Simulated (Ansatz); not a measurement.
# Al2O: the cost of one run

Program: Ansatz 0.2.0, Gaussian basis. Level of theory: the settings change from run to run. These are calculated values, not measurements.

40 further runs of the same task are left out: 12 for a known fault of the program, 14 that didn't finish, 14 set aside as unsound or not needed.

### 1 The geometry

The geometry is a PBE0/def2-TZVP stationary point (not a proven minimum) with its atoms shifted at random (size 0.100 Å).

3 atoms, charge 0, spin multiplicity 3.

Atoms are counted from 1 here; the program's logs count them from 0.

Bond lengths: Al1–O2 1.696 Å, O2–Al3 1.709 Å. Angles: Al1–O2–Al3 171.7°.

As a file:

```
Al    0.0844    0.0052    1.6941
O    -0.0805    0.0136    0.0066
Al   -0.0039   -0.0188   -1.7007
```

### 2 CCSD on ROHF/6-31++G**

in.yaml reads:

```yaml
crystal:
  periodic: [false, false, false]
  atoms:
    - {symbol: Al, position_ang: [0.084376, 0.005225, 1.694098]}
    - {symbol: O, position_ang: [-0.080498, 0.013599, 0.006591]}
    - {symbol: Al, position_ang: [-0.003878, -0.018825, -1.700689]}
basis:
  gaussian: {orbitals: "6-31++G**"}
magnetization: {spin_polarized: false, initial_magnetization: 2}
correlation: {method: ccsd, electrons: outside_noble_gas}
accuracy: high
```

The run is started by

```bash
> ansatz run in.yaml --threads 1 --pin off --events-out ev --progress --plain --max-ram 2393MiB
```

Q: Estimate wall time and peak memory on 1 thread of Arm Neoverse V1, shared host.

About 83 s, with a peak of 0.28 GiB.
